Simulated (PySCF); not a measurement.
# Unknown compound

Molecular formula: C₃H₅ClO. Simulated spectra:

¹H NMR (300 MHz, computed): δ 2.97 (q, 2H), 1.09 (t, 3H).

¹³C{¹H} NMR (computed): δ 188.4 (C), 44.9 (CH2), 11.7 (CH3).

- structure optimised with PBE0-D3(BJ)/def2-TZVP
- NMR shieldings at B97-2/pcSseg-2/GIAO
- code: PySCF 2.14
- equivalent nuclei averaged, in vacuum, single conformer, no relativistic terms

Referencing at the same level of theory: ¹H (σref 31.64), ¹³C (σref 185.38) vs TMS.

**Question.** What is the structure?

**Answer.** 
Rings plus π bonds: 1 (no ring in the answer). 3 carbon signals for 3 carbons: no two carbons are equivalent. Carbon types of the structure: 1 × C, 1 × CH2, 1 × CH3, which accounts for all hydrogens. δC 188.4: carbonyl carbon. δC 44.9: sp3 CH2 α to a carbonyl; α to the electron-withdrawing carbonyl group. δC 11.7: methyl carbon; aliphatic region, no heteroatom directly attached. δH 2.97: hydrogen on an sp3 CH2 α to a carbonyl; α to C=O. δH 1.09: hydrogen on a methyl carbon.

The compound is `CCC(=O)Cl`.

This is the structure that produced the data.

Carbons that carry Cl, above all several Cl atoms, come out too deshielded, partly because spin–orbit coupling is missing. Shifts are as computed. Against solution values, carbons near 30 ppm lie about +3 ppm off and those near 130 ppm about +7 ppm; carbons on Cl a further +5 ppm. Of 1211 compounds with measured shifts, 218 miss one by over three times the rms of a fit or turn the order of signals round; such compounds aren't used in these exercises. No couplings were computed; multiplicities are counted from neighbouring protons, with m where these are inequivalent, close in shift, in a saturated or five-membered ring or joined by F or P, and br s for small geminal =CH2 splittings.
